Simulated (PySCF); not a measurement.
Structure problem from calculated spectra and properties.

Formula: C4H12NO; charge +1.

- Valence photoelectron: vertical ionisation energy: 14.74 eV [ΔSCF CAM-B3LYP/def2-SVPD]
- NMR, other nuclei: isotropic shieldings of nuclei other than C and H, by class: 189 (1 N), 272 (1 O) ppm [GIAO PBE0/pcSseg-1]
- 13C NMR: chemical shifts (computed TMS as zero) by class: 83.3 (1 C), 70.6 (1 C), 31.7 (1 C), 15.8 (1 C) ppm [GIAO PBE0/pcSseg-1]
- UV, first state: lowest singlet excitation: 7.24 eV (171 nm, f = 0.001) [TDDFT CAM-B3LYP/def2-SVPD]
- Couplings: largest of the computed one-bond spin–spin couplings (means over like bonds): 13C–1H +166.5 (×2), 13C–1H +154.8 (×3), 13C–1H +149.3 (×2), 13C–1H +136.9 (×3), 15N–1H -78.3 (×2), 13C–13C +41.4, 17O–13C +22.6, 17O–13C +20.7 Hz [B3LYP/pcJ-1, spin–dipole term left out for some pairs]
- Polarisability: 60.6 au [CAM-B3LYP/def2-SVPD]
- Rotational structure: rotational constants A, B, C: 15.461, 1.299, 1.245 GHz [PBE0-D3(BJ)/def2-SVP]
- 1H NMR: chemical shifts (computed TMS as zero) by class: 4.53 (2 H), 4.51 (2 H), 3.79 (2 H), 3.20 (3 H), 1.65 (3 H) ppm [GIAO PBE0/pcSseg-1]
- Triplet: lowest triplet excitation (Tamm–Dancoff): 7.15 eV [TDA CAM-B3LYP/def2-SVPD]

The electronic properties come from PySCF, for the isolated species, density fitting. Levels stand in brackets. Isolated species at its PBE0-D3(BJ)/def2-SVP geometry (one conformer only). NMR values are class means; diastereotopic atoms form classes of their own.

Task: Propose a structure and show how it fits.

Result: Numbering: `[CH3:1][CH2:2][O:3][CH2:4][NH2+:5][CH3:6]`. 4 carbons fall into 4 classes; from least to most shielded: sp3 carbon bound to oxygen [C4] (83.3 ppm), sp3 carbon bound to oxygen [C2] (70.6 ppm), N-methyl carbon [C6] (31.7 ppm), methyl carbon [C1] (15.8 ppm). Hydrogen classes from least to most shielded: 2 H on an sp3 carbon bound to oxygen, C4 (4.53 ppm), 2 H on an ammonium nitrogen, N5 (4.51 ppm), 2 H on an sp3 carbon bound to oxygen, C2 (3.79 ppm), 3 H on an N-methyl carbon, C6 (3.20 ppm), 3 H on a methyl carbon, C1 (1.65 ppm). The other shieldings belong to: 189 ppm, ammonium nitrogen [N5]; 272 ppm, ether oxygen [O3]. The couplings run between: +166.5 Hz, sp3 carbon bound to oxygen [C4] and its hydrogen (with 1 like pair); +154.8 Hz, N-methyl carbon [C6] and its hydrogen (with 2 like pairs); +149.3 Hz, sp3 carbon bound to oxygen [C2] and its hydrogen (with 1 like pair); +136.9 Hz, methyl carbon [C1] and its hydrogen (with 2 like pairs); -78.3 Hz, ammonium nitrogen [N5] and its hydrogen (with 1 like pair); +41.4 Hz, methyl carbon [C1] and sp3 carbon bound to oxygen [C2]; +22.6 Hz, ether oxygen [O3] and sp3 carbon bound to oxygen [C4]; +20.7 Hz, ether oxygen [O3] and sp3 carbon bound to oxygen [C2]. S1 is mainly HOMO→LUMO (weight 0.89); the largest Löwdin shares of the orbital it empties are 0.48 on the ether oxygen, 0.16 on an sp3 carbon bound to oxygen, 0.08 on a methylene hydrogen and 0.07 on a methylene hydrogen, of the orbital it fills 0.16 on the N-methyl carbon, 0.16 on an N–H hydrogen, 0.15 on an N–H hydrogen and 0.15 on the ammonium nitrogen. By its constants the optimised geometry is an asymmetric top. Structure: `CCOC[NH2+]C`. The assignments are read from this structure; whether some other isomer fits the data as well wasn't checked.

Conformer computed: `[CH3:1][CH2:2][O:3][CH2:4][NH2+:5][CH3:6]`: C1–C2–O3–C4 179°, C2–O3–C4–N5 179°, O3–C4–N5–C6 179°.
